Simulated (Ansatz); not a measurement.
Computed with Ansatz on PBE0-D4/def2-TZVP structures; ΔE is electronic, products minus reactants. CCSD(T)/CBS adds triple-zeta CCSD(T) − MP2 to the extrapolated MP2 energy (def2 sets, frozen cores). DFT in def2-TZVPP. Each species was taken in one conformer, which may not be the lowest.

`C=CCC=O` → `C=C=C(C)O`  (isomerisation)

```json
{"level": "PBE0-D4", "ΔE (kJ/mol)": "62.5"}
{"level": "r2SCANh-D4", "ΔE (kJ/mol)": "61.3"}
{"level": "ωB97M-V", "ΔE (kJ/mol)": "68.7"}
{"level": "MP2/def2-QZVPP", "ΔE (kJ/mol)": "70.9"}
```

What does CCSD(T)/CBS give? (An estimate is asked.)

Ansatz gave: +70.1 kJ/mol. The listed levels differ from it by -7.6, -8.8, -1.4, 0.8 kJ/mol.

Largest T1 diagnostic among the species: 0.013.

In def2-TZVPP, CCSD(T) changes the Hartree–Fock value by −15.4 kJ/mol (the triples alone add −2.2 kJ/mol) and MP2 by −16.3 kJ/mol. From PBE to PBE0 (25 % exact exchange), in def2-TZVPP and without D4, ΔE moves by +5.1 kJ/mol. Leaving LDA and LC-ωPBE aside and taking each functional with its dispersion term where it has one, the values, not all of them listed here, spread over 17.1 kJ/mol, from PBE-D4 to ωB97X-V. LDA lies −13.4 kJ/mol from PBE without D4.

CCSD(T)/CBS has its own doubt, a few kJ/mol and more with outer-core shells, so smaller differences from it don't rank the levels.
